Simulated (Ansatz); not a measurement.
# SO₃: energies up the ladder, part 2 of 2

The task, for SO₃: energies up the ladder.

Ansatz 0.2.0, Gaussian bases.

**8. Single point, wB97M-V/def2-TZVPP**

The input, input.yaml:

```yaml
crystal:
  periodic: [false, false, false]
  atoms:
    - { symbol: O, position_ang: [-0.70612688, -1.23076265, -0.02887668] }
    - { symbol: S, position_ang: [-2.09e-06, 6.7e-07, -7.163e-05] }
    - { symbol: O, position_ang: [-0.71274314, 1.22727893, -0.00319242] }
    - { symbol: O, position_ang: [1.41886212, 0.00348306, 0.03213073] }
basis:
  gaussian: { orbitals: def2-TZVPP }
hamiltonian:
  xc: { name: wB97M-V }
```

The run is started by

```bash
> ansatz run input.yaml --threads 4 --pin off --max-ram 10240MiB --backend cpu --events-out ev --progress --plain --runs-dir out
```

Log:

```text
Warning: RAYON_NUM_THREADS=4 ignored (pool sized by the plan → 4); use --threads N
Engine: ansatz 0.2.0, x86_64-unknown-linux-gnu
Functional definition: wB97M-V
  parameter omega = 0.3/bohr
  parameter cx = 0.15
  parameter cx01 = 1.007
  parameter cx10 = 0.259
  parameter css00 = 0.443
  parameter css04 = -1.437
  parameter css10 = -4.535
  parameter css20 = -3.390
  parameter css43 = 4.278
  parameter cos00 = 1.000
  parameter cos10 = 1.358
  parameter cos20 = 2.924
  parameter cos21 = -8.812
  parameter cos60 = -1.390
  parameter cos61 = 9.142
  parameter b = 6.0
  parameter c = 0.01
  gx(w, u) = 1 - cx + cx01*u + cx10*w
  gss(w, u) = css00 + css04*u^4 + css10*w + css20*w^2 + css43*w^4*u^3
  gos(w, u) = cos00 + cos10*w + (cos20 + cos21*u)*w^2 + (cos60 + cos61*u)*w^6
  exchange = spin_sum(e_x_unif_sr(omega)*gx(b97_w, b97_u_x)) + cx*exact_x_sr(omega) + exact_x_lr(omega)
  correlation = spin_sum(e_c_pw_mod_same_spin*gss(b97_w, b97_u_same))
      + integral(e_c_pw_mod_opposite_spin*gos(b97_w_opposite, b97_u_opposite)) + vv10(b, c)
744 factors; their error is unknown
125 factors; integrals over basis functions are off by at most 8.3e-6 eV
mean field evaluation 1: about -16968.1103 eV, gradient 7.2e1 eV
mean field evaluation 2: about -16963.8479 eV, gradient 9.3e1 eV
mean field evaluation 4: about -16976.2730 eV, gradient 6.4e-1 eV
mean field evaluation 8: about -16976.2912 eV, gradient 1.2e-1 eV
mean field evaluation 16: about -16976.2912 eV, gradient 3.5e-5 eV
mean field -16976.29121699 eV, -623.8671952810 hartree, gradient 3.5e-5 eV, S^2 0.000000; 0 other end points of the search recorded, 0 dependent functions left out
reference -16976.29124103 eV, -623.8671961644 hartree; 20, 20 occupied and 115, 115 virtual orbitals, 744 factors
Total energy: -16976.29124103 eV, -623.8671961644 hartree
```

It took 6.2 s on 4 threads of Intel Xeon at 2.50GHz (Skylake/Cascade Lake), shared host; peak memory 0.28 GiB.

**9. Single point, B2PLYP/def2-TZVPP**

input.yaml, as its differences from that of step 8:

```diff
@@ -10,2 +10,2 @@
 hamiltonian:
-  xc: { name: wB97M-V }
+  xc: { name: B2PLYP }
```

The run is started by

```bash
> ansatz run input.yaml --threads 4 --pin off --max-ram 10240MiB --backend cpu --events-out ev --progress --plain --runs-dir out
```

Log:

```text
Warning: RAYON_NUM_THREADS=4 ignored (pool sized by the plan → 4); use --threads N
Engine: ansatz 0.2.0, x86_64-unknown-linux-gnu
Functional definition: B2PLYP
  parameter a = 0.53
  parameter c = 0.27
  exchange = (1 - a)*b88_x + a*exact_x
  correlation = (1 - c)*lyp_c + c*(mp2_os + mp2_ss)
868 factors; integrals over basis functions are off by at most 1.1e-3 eV
mean field evaluation 1: about -16955.1723 eV, gradient 6.9e1 eV
mean field evaluation 2: about -16955.6478 eV, gradient 7.0e1 eV
mean field evaluation 4: about -16963.1262 eV, gradient 2.4e0 eV
mean field evaluation 8: about -16963.1830 eV, gradient 1.7e-1 eV
mean field evaluation 16: about -16963.1831 eV, gradient 1.2e-5 eV
mean field -16963.18306376 eV, -623.3854795346 hartree, gradient 1.9e-6 eV, S^2 0.000000; 0 other end points of the search recorded, 0 dependent functions left out
8 core orbitals not correlated: weight in the atoms' cores, before any rotation towards them, 1.000 or more for the frozen orbitals, at most 0.000 for the correlated occupied ones
reference -16963.18317685 eV, -623.3854836906 hartree; 12, 12 occupied and 115, 115 virtual orbitals, 868 factors
second order -29.79236230 eV of doubles, -0.00000000 eV of singles
Total energy: -16971.22711467 eV, -623.6810929532 hartree
```

Run time: 4.9 s. Hardware: 4 threads of Intel Xeon at 2.50GHz (Skylake/Cascade Lake), shared host; peak memory 0.23 GiB.

**10. Single point, LDA/def2-TZVPP**

input.yaml, as its differences from that of step 9:

```diff
@@ -10,2 +10,2 @@
 hamiltonian:
-  xc: { name: B2PLYP }
+  xc: lda
```

The run is started by

```bash
> ansatz run input.yaml --threads 4 --pin off --max-ram 10240MiB --backend cpu --events-out ev --progress --plain --runs-dir out
```

Log:

```text
Warning: RAYON_NUM_THREADS=4 ignored (pool sized by the plan → 4); use --threads N
Engine: ansatz 0.2.0, x86_64-unknown-linux-gnu
Functional definition: SPW92
  exchange = slater_x
  correlation = pw_c
737 factors; their error is unknown
mean field evaluation 1: about -16886.7352 eV, gradient 8.9e1 eV
mean field evaluation 2: about -16839.9586 eV, gradient 1.9e2 eV
mean field evaluation 4: about -16898.5686 eV, gradient 6.4e0 eV
mean field evaluation 8: about -16898.6390 eV, gradient 8.6e-2 eV
mean field -16898.63905125 eV, -621.0135308244 hartree, gradient 1.9e-5 eV, S^2 0.000000; 0 other end points of the search recorded, 0 dependent functions left out
reference -16898.63907176 eV, -621.0135315784 hartree; 20, 20 occupied and 115, 115 virtual orbitals, 737 factors
Total energy: -16898.63907176 eV, -621.0135315784 hartree
```

Run time: 1.8 s. Hardware: 4 threads of Intel Xeon at 2.50GHz (Skylake/Cascade Lake), shared host; peak memory 0.14 GiB.

**11. Single point, PBE0-D4/def2-SVP**

input.yaml, as its differences from that of step 10:

```diff
@@ -8,4 +8,5 @@
 basis:
-  gaussian: { orbitals: def2-TZVPP }
+  gaussian: { orbitals: def2-SVP }
 hamiltonian:
-  xc: lda
+  xc: pbe0
+  dispersion: d4
```

The run is started by

```bash
> ansatz run input.yaml --threads 4 --pin off --max-ram 10240MiB --backend cpu --events-out ev --progress --plain --runs-dir out
```

Log:

```text
Warning: RAYON_NUM_THREADS=4 ignored (pool sized by the plan → 4); use --threads N
Engine: ansatz 0.2.0, x86_64-unknown-linux-gnu
Functional definition: PBE0
  parameter a = 0.25
  parameter kappa = 0.804
  parameter beta = 0.06672455060314922
  exchange = (1 - a)*pbe_x(kappa = kappa, mu = beta*pi^2/3) + a*exact_x
  correlation = pbe_c(beta = beta)
536 factors; integrals over basis functions are off by at most 1.3e-3 eV
mean field evaluation 1: about -16945.7198 eV, gradient 7.3e1 eV
mean field evaluation 2: about -16931.6251 eV, gradient 1.2e2 eV
mean field evaluation 4: about -16954.9574 eV, gradient 1.4e0 eV
mean field evaluation 8: about -16955.0793 eV, gradient 1.8e-1 eV
mean field -16955.07941112 eV, -623.0876757929 hartree, gradient 4.7e-5 eV, S^2 0.000000; 0 other end points of the search recorded, 0 dependent functions left out
reference -16955.07941984 eV, -623.0876761134 hartree; 20, 20 occupied and 40, 40 virtual orbitals, 536 factors
Total energy: -16955.14235959 eV, -623.0899891066 hartree
```

Run time: 1.3 s. Hardware: 4 threads of Intel Xeon at 2.50GHz (Skylake/Cascade Lake), shared host; peak memory 0.11 GiB.

**12. Single point, PBE-D4/def2-SVP**

input.yaml, as its differences from that of step 11:

```diff
@@ -10,3 +10,3 @@
 hamiltonian:
-  xc: pbe0
+  xc: pbe
   dispersion: d4
```

The run is started by

```bash
> ansatz run input.yaml --threads 4 --pin off --max-ram 10240MiB --backend cpu --events-out ev --progress --plain --runs-dir out
```

Log:

```text
Warning: RAYON_NUM_THREADS=4 ignored (pool sized by the plan → 4); use --threads N
Engine: ansatz 0.2.0, x86_64-unknown-linux-gnu
Functional definition: PBE
  parameter kappa = 0.804
  parameter beta = 0.06672455060314922
  exchange = pbe_x(kappa = kappa, mu = beta*pi^2/3)
  correlation = pbe_c(beta = beta)
634 factors; their error is unknown
mean field evaluation 1: about -16942.2983 eV, gradient 8.5e1 eV
mean field evaluation 2: about -16904.7577 eV, gradient 1.7e2 eV
mean field evaluation 4: about -16954.9087 eV, gradient 4.3e0 eV
mean field evaluation 8: about -16954.9177 eV, gradient 5.4e-2 eV
mean field -16954.91769596 eV, -623.0817328706 hartree, gradient 1.8e-5 eV, S^2 0.000000; 0 other end points of the search recorded, 0 dependent functions left out
reference -16954.91770788 eV, -623.0817333084 hartree; 20, 20 occupied and 40, 40 virtual orbitals, 634 factors
Total energy: -16954.99449211 eV, -623.0845550771 hartree
```

Run time: 0.65 s. Hardware: 4 threads of Intel Xeon at 2.50GHz (Skylake/Cascade Lake), shared host; peak memory 0.1 GiB.

**13. Single point, CCSD(T)/def2-TZVPP**

input.yaml, as its differences from that of step 12:

```diff
@@ -8,5 +8,4 @@
 basis:
-  gaussian: { orbitals: def2-SVP }
-hamiltonian:
-  xc: pbe
-  dispersion: d4
+  gaussian: { orbitals: def2-TZVPP }
+correlation:
+  method: ccsd_t
```

The run is started by

```bash
> ansatz run input.yaml --threads 4 --pin off --max-ram 10240MiB --backend cpu --events-out ev --progress --plain --runs-dir out
```

Log:

```text
Warning: RAYON_NUM_THREADS=4 ignored (pool sized by the plan → 4); use --threads N
Engine: ansatz 0.2.0, x86_64-unknown-linux-gnu
Functional definition: HF
  exchange = exact_x
  correlation = 0
868 factors; integrals over basis functions are off by at most 1.1e-3 eV
mean field evaluation 1: about -16924.2960 eV, gradient 5.6e1 eV
mean field evaluation 2: about -16924.6568 eV, gradient 5.8e1 eV
mean field evaluation 4: about -16930.0893 eV, gradient 3.0e0 eV
mean field evaluation 8: about -16930.1491 eV, gradient 1.6e-1 eV
mean field evaluation 16: about -16926.6521 eV, gradient 4.3e1 eV
mean field -16930.14924684 eV, -622.1715091540 hartree, gradient 4.7e-6 eV, S^2 0.000000; 0 other end points of the search recorded, 0 dependent functions left out
8 core orbitals not correlated: weight in the atoms' cores, before any rotation towards them, 1.000 or more for the frozen orbitals, at most 0.000 for the correlated occupied ones
reference -16930.14924684 eV, -622.1715091540 hartree; 12, 12 occupied and 115, 115 virtual orbitals, 868 factors
second order -24.15003444 eV of doubles, -0.00000000 eV of singles
cycle   1  -22.89839065 eV  change     1.3e0 eV  update   1.4e-1
cycle   2  -23.65335887 eV  change   -7.5e-1 eV  update   5.0e-2
cycle   3  -23.81973245 eV  change   -1.7e-1 eV  update   2.0e-2
cycle   4  -23.79033019 eV  change    2.9e-2 eV  update   4.4e-3
cycle   5  -23.78865821 eV  change    1.7e-3 eV  update   1.5e-3
cycle   6  -23.78942938 eV  change   -7.7e-4 eV  update   4.1e-4
cycle   7  -23.78896914 eV  change    4.6e-4 eV  update   1.3e-4
cycle   8  -23.78894849 eV  change    2.1e-5 eV  update   3.4e-5
cycle   9  -23.78895759 eV  change   -9.1e-6 eV  update   9.9e-6
perturbative correction -1.15266656 eV, -0.0423597148 hartree
Total energy: -16955.09087099 eV, -623.0880969354 hartree
```

It took 10 s on 4 threads of Intel Xeon at 2.50GHz (Skylake/Cascade Lake), shared host; peak memory 0.58 GiB.

**14. Single point, CCSD(T)/def2-QZVPP**

input.yaml, as its differences from that of step 13:

```diff
@@ -8,3 +8,3 @@
 basis:
-  gaussian: { orbitals: def2-TZVPP }
+  gaussian: { orbitals: def2-QZVPP.json }
 correlation:
```

The run is started by

```bash
> ansatz run input.yaml --threads 4 --pin off --max-ram 10240MiB --backend cpu --events-out ev --progress --plain --runs-dir out
```

Log:

```text
Warning: RAYON_NUM_THREADS=4 ignored (pool sized by the plan → 4); use --threads N
Engine: ansatz 0.2.0, x86_64-unknown-linux-gnu
Functional definition: HF
  exchange = exact_x
  correlation = 0
1516 factors; integrals over basis functions are off by at most 1.2e-3 eV
mean field evaluation 1: about -16925.2834 eV, gradient 5.7e1 eV
mean field evaluation 2: about -16925.4453 eV, gradient 5.7e1 eV
mean field evaluation 4: about -16930.7776 eV, gradient 3.0e0 eV
mean field evaluation 8: about -16930.8189 eV, gradient 1.6e-1 eV
mean field evaluation 16: about -16927.6794 eV, gradient 4.4e1 eV
mean field -16930.81902330 eV, -622.1961229850 hartree, gradient 1.8e-6 eV, S^2 0.000000; 0 other end points of the search recorded, 0 dependent functions left out
8 core orbitals not correlated: weight in the atoms' cores, before any rotation towards them, 1.000 or more for the frozen orbitals, at most 0.000 for the correlated occupied ones
reference -16930.81902330 eV, -622.1961229850 hartree; 12, 12 occupied and 221, 221 virtual orbitals, 1516 factors
second order -26.15030939 eV of doubles, -0.00000000 eV of singles
cycle   1  -24.63706057 eV  change     1.5e0 eV  update   1.4e-1
cycle   2  -25.43067336 eV  change   -7.9e-1 eV  update   5.2e-2
cycle   3  -25.59696636 eV  change   -1.7e-1 eV  update   1.9e-2
cycle   4  -25.56492702 eV  change    3.2e-2 eV  update   4.6e-3
cycle   5  -25.56281288 eV  change    2.1e-3 eV  update   1.6e-3
cycle   6  -25.56371824 eV  change   -9.1e-4 eV  update   4.2e-4
cycle   7  -25.56328489 eV  change    4.3e-4 eV  update   1.4e-4
cycle   8  -25.56324732 eV  change    3.8e-5 eV  update   3.5e-5
cycle   9  -25.56326058 eV  change   -1.3e-5 eV  update   9.9e-6
perturbative correction -1.30708331 eV, -0.0480344256 hartree
Total energy: -16957.68936719 eV, -623.1835899094 hartree
```

It took 50 s on 4 threads of Intel Xeon at 2.50GHz (Skylake/Cascade Lake), shared host; peak memory 3.1 GiB.

**15. Extrapolation to the basis-set limit**

CCSD(T)/CBS estimate, frozen core: CCSD(T) correlation extrapolated, from def2-TZVPP and def2-QZVPP: mean field -16930.9113 eV, total -16959.2103 eV. The exponents are 7.88 (mean field) and 2.97 (correlation).

**16. The levels compared**

```csv
level,O1–S2 (Å),S2–O3 (Å),S2–O4 (Å),rotational constants (MHz),dipole (D),highest frequency (cm⁻¹),CPU time
PBE0-D4/def2-TZVPP,1.4192,1.4192,1.4192,"10458, 10458, 5228.9",0.00,1445,32 s
```

Constants are for the commonest isotopes at the equilibrium geometry; times are CPU times of the relaxations.

**17. Total energies**

```csv
level,energy (eV),CPU time
PBE-D4/def2-TZVPP,-16968.0661,3.4 s
r2SCAN-D4/def2-TZVPP,-16975.0050,7 s
B3LYP-D4/def2-TZVPP,-16978.6611,5.8 s
wB97M-V/def2-TZVPP,-16976.2912,14 s
B2PLYP/def2-TZVPP,-16971.2271,11 s
LDA/def2-TZVPP,-16898.6391,2.5 s
PBE0-D4/def2-SVP,-16955.1424,2.4 s
PBE-D4/def2-SVP,-16954.9945,1.5 s
CCSD(T)/def2-TZVPP,-16955.0909,28 s
CCSD(T)/def2-QZVPP,-16957.6894,3.1 min
CCSD(T)/CBS,-16959.2103,-
```

**18. Outcome**

What follows sums up all 2 parts.

```
                         quantity             value
      O1–S2 at PBE0-D4/def2-TZVPP           1.419 Å
      S2–O3 at PBE0-D4/def2-TZVPP           1.419 Å
      S2–O4 at PBE0-D4/def2-TZVPP           1.419 Å
frequencies at PBE0-D4/def2-TZVPP  509 to 1445 cm⁻¹
            energy at CCSD(T)/CBS     -16959.210 eV
```

No mode is imaginary, so the geometry is a minimum. These totals serve in differences with atoms or fragments at the same level; alone they don't rank the methods.
